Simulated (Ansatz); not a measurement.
# [BF2]+ (SMILES F[B+]F): HF/3-21G

Aim: the vertical singlet–triplet gap of [BF2]+ at HF/3-21G, from 2 runs. 

The results are computed with Ansatz 0.2.0.

6 further runs of the same task are left out: 3 that didn't finish, 3 set aside as unsound or not needed.

### Step 1. The molecule

The species is [BF2]+ (3 atoms), meant as a singlet with charge +1. SMILES: `F[B+]F`. The shape is that of a PBE0-D4/def2-TZVP optimisation.

Bond lengths: F1–B2 1.226 Å, B2–F3 1.226 Å. Angles: F1–B2–F3 180.0°.

### Step 2. A single-point energy at HF/3-21G

Input file input.yaml:

```yaml
crystal:
  periodic: [false, false, false]
  atoms:
    - {symbol: F, position_ang: [0.329710, 1.140520, 0.307700]}
    - {symbol: B, position_ang: [0.000000, -0.000000, 0.000000]}
    - {symbol: F, position_ang: [-0.329720, -1.140520, -0.307700]}
basis:
  gaussian:
    orbitals: 3-21G.json
total_charge: 1
hamiltonian:
  xc: hf
accuracy: high
output: {orbitals: {seedname: orbitals}}
```

The basis set 3-21G is read from a file made from the Basis Set Exchange's data (not shown).

On the command line:

```bash
$ ansatz run input.yaml --threads 1 --pin off --max-ram 3480MiB --events-out events.jsonl --progress --plain --runs-dir runs
```

The log of the run:

```text
Warning: RAYON_NUM_THREADS=1 ignored (pool sized by the plan → 1); use --threads N
Functional definition: HF
  name "HF"
  exchange = exact_x
  correlation = 0
502 factors; integrals over basis functions are off by at most 3.8e-9 eV
mean field evaluation 1: about -6038.6972 eV, gradient 5.5e1 eV
mean field evaluation 2: about -6038.6949 eV, gradient 5.5e1 eV
mean field evaluation 4: about -6043.2079 eV, gradient 1.1e0 eV
mean field evaluation 8: about -6043.2082 eV, gradient 1.2e-3 eV
mean field -6043.20819336 eV, -222.0838048724 hartree, gradient 8.5e-8 eV, S^2 0.000000; 0 other end points of the search recorded, 0 dependent functions left out
reference -6043.20819336 eV, -222.0838048724 hartree; 11, 11 occupied and 16, 16 virtual orbitals, 502 factors
Total energy: -6043.20819336 eV, -222.0838048724 hartree
```

Wall time 0.1 s (1 thread of Arm Neoverse V2, shared host).

### Step 3. The triplet

Changes to input.yaml since step 2:

```diff
@@ -10,2 +10,6 @@
 total_charge: 1
+magnetization:
+  spin_polarized: true
+  initial_magnetization: 2
+output: {orbitals: {seedname: orbitals}}
 hamiltonian:
@@ -13,2 +17 @@
 accuracy: high
-output: {orbitals: {seedname: orbitals}}
```

The basis set 3-21G is read from a file made from the Basis Set Exchange's data (not shown).

On the command line:

```bash
$ ansatz run input.yaml --threads 1 --pin off --max-ram 3480MiB --events-out events.jsonl --progress --plain --runs-dir runs
```

The log of the run:

```text
Warning: RAYON_NUM_THREADS=1 ignored (pool sized by the plan → 1); use --threads N
[... 4 set-up lines as earlier in the session ...]
502 factors; integrals over basis functions are off by at most 3.8e-9 eV
mean field evaluation 1: about -6028.7902 eV, gradient 2.3e1 eV
mean field evaluation 2: about -6028.8140 eV, gradient 2.3e1 eV
mean field evaluation 4: about -6031.0418 eV, gradient 2.2e0 eV
mean field evaluation 8: about -6031.1245 eV, gradient 1.6e-1 eV
mean field evaluation 16: about -6031.1250 eV, gradient 3.9e-4 eV
mean field evaluation 32: about -6031.9738 eV, gradient 2.6e-8 eV
mean field evaluation 64: about -6031.1382 eV, gradient 9.2e0 eV
mean field evaluation 96: about -6031.9738 eV, gradient 8.7e-4 eV
mean field evaluation 128: about -6031.9733 eV, gradient 3.2e-2 eV
mean field evaluation 160: about -6031.9532 eV, gradient 1.8e0 eV
mean field evaluation 192: about -6031.9730 eV, gradient 8.3e-2 eV
mean field evaluation 224: about -6031.9545 eV, gradient 9.1e-2 eV
mean field evaluation 256: about -6031.9737 eV, gradient 1.4e-4 eV
mean field evaluation 288: about -6027.0822 eV, gradient 3.8e1 eV
mean field evaluation 320: about -6031.9426 eV, gradient 2.4e-2 eV
mean field evaluation 352: about -6031.9737 eV, gradient 4.1e-4 eV
mean field evaluation 384: about -6031.9426 eV, gradient 9.1e-3 eV
mean field evaluation 416: about -6031.9654 eV, gradient 1.5e-1 eV
mean field evaluation 448: about -6031.9733 eV, gradient 2.6e-1 eV
mean field evaluation 480: about -6029.1551 eV, gradient 2.0e1 eV
mean field evaluation 512: about -6031.9402 eV, gradient 6.5e-1 eV
mean field evaluation 544: about -6031.1250 eV, gradient 3.9e-4 eV
mean field evaluation 576: about -6031.7236 eV, gradient 2.1e-2 eV
mean field -6031.97379537 eV, -221.6709483612 hartree, gradient 2.9e-8 eV, S^2 2.004223; 9 other end points of the search recorded, 0 dependent functions left out
reference -6031.97379537 eV, -221.6709483612 hartree; 12, 10 occupied and 15, 17 virtual orbitals, 502 factors
Total energy: -6031.97379537 eV, -221.6709483612 hartree
```

Wall time 1.1 s (1 thread of Arm Neoverse V2, shared host).

### Step 4. Summary of results

Level: HF/3-21G.

| quantity | value |
| --- | --- |
| singlet: total energy | -222.08380 Eh |
| singlet: HOMO energy | -28.07 eV |
| singlet: LUMO energy | -4.46 eV |
| singlet: HOMO–LUMO gap | 23.61 eV |
| triplet: total energy | -221.67095 Eh |
| triplet: HOMO energy (highest over α and β) | -15.16 eV |
| triplet: LUMO energy (lowest over α and β) | -13.56 eV |
| triplet: ⟨S²⟩ | 2.004 |
| vertical energy of the triplet above the singlet | 11.234 eV |

In words: At this shape the triplet lies 11.23 eV (1084 kJ/mol) above the singlet.
